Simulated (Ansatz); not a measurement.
## hcp against bcc along the alkaline-earth metals

Computed with DFT, PBEsol, plane waves (420 eV) with PAW, scalar-relativistic in Ansatz 0.2.0. The PAW files were generated under PBE, with cores re-solved for the functional.

Each structure is relaxed within its symmetry, in the lowest magnetic state of the tried starts. Differences under about 8 meV lie within the error of the k-point mesh.

```json
{"element": "Be", "E(hcp) − E(bcc) (meV/atom)": "-100", "V(hcp) (Å³/atom)": "7.84", "V(bcc) (Å³/atom)": "7.75", "state of hcp": "spin not included", "state of bcc": "spin not included"}
{"element": "Mg", "E(hcp) − E(bcc) (meV/atom)": "?", "V(hcp) (Å³/atom)": "?", "V(bcc) (Å³/atom)": "?", "state of hcp": "?", "state of bcc": "?"}
{"element": "Ca", "E(hcp) − E(bcc) (meV/atom)": "-10", "V(hcp) (Å³/atom)": "40.83", "V(bcc) (Å³/atom)": "40.50", "state of hcp": "spin not included", "state of bcc": "spin not included"}
{"element": "Sr", "E(hcp) − E(bcc) (meV/atom)": "1", "V(hcp) (Å³/atom)": "52.42", "V(bcc) (Å³/atom)": "51.33", "state of hcp": "spin not included", "state of bcc": "spin not included"}
{"element": "Ba", "E(hcp) − E(bcc) (meV/atom)": "12", "V(hcp) (Å³/atom)": "57.93", "V(bcc) (Å³/atom)": "58.01", "state of hcp": "spin not included", "state of bcc": "spin not included"}
```

Task: Fill in the row of Mg.

Result: E(hcp) − E(bcc) (meV/atom): -26; V(hcp) (Å³/atom): 22.50; V(bcc) (Å³/atom): 22.48; state of hcp: spin not included; state of bcc: spin not included.
